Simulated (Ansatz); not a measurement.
## How methods differ on CH2NP (SMILES NC#P)

The species is CH2NP (5 atoms), meant as a singlet with charge 0. SMILES: `NC#P`. Geometry: relaxed at GFN2-xTB.

```xyz
5

N    -0.2497    0.4788   -0.3770
C     0.3941   -0.4798    0.2710
P     1.2234   -1.5949    0.9756
H    -1.0463    0.2136   -0.9390
H    -0.3215    1.3823    0.0694
```

Each level gives the energy change with the C2–P3 bond stretched from 1.558 to 1.948 Å (eV). The values are calculated.

| level | kind | program | value (eV) | less FCI/STO-3G | CPU time (all runs) |
| --- | --- | --- | --- | --- | --- |
| HF/STO-3G (restricted) | Hartree–Fock | Ansatz | 3.81 | +1.12 | 0.21 s |
| BLYP/STO-3G (restricted) | GGA | Ansatz | 2.67 | -0.02 | 1.9 s |
| PBE/STO-3G (restricted) | GGA | Ansatz | 2.83 | +0.14 | 1.9 s |
| r2SCAN/STO-3G (restricted) | meta-GGA | Ansatz | 3.11 | +0.42 | 4.4 s |
| HSE06/STO-3G (restricted) | range-separated hybrid | Ansatz | 3.33 | +0.64 | 2.2 s |
| wB97X/STO-3G (restricted) | range-separated hybrid | Ansatz | 3.64 | +0.95 | 8.4 s |
| MP2/STO-3G (restricted) | perturbation theory | Ansatz | 4.57 | +1.88 | 0.28 s |
| CCSD/STO-3G (restricted) | coupled cluster or CI | Ansatz | 2.92 | +0.23 | 0.32 s |
| FCI/STO-3G | exact in the basis | Ansatz | 2.69 | 0.00 | 1.7 min |

FCI/STO-3G is exact within its basis and frozen core, so for wave-function methods in that basis the difference is their error; functionals converge differently with the basis, so for them it is only a difference. The first shape isn't each level's own minimum. The values span 2.67 to 4.57 eV. All rows use very small basis sets, so none should be taken for the real molecule's value. CPU times are rough (shared hosts, several kinds of processor and program).
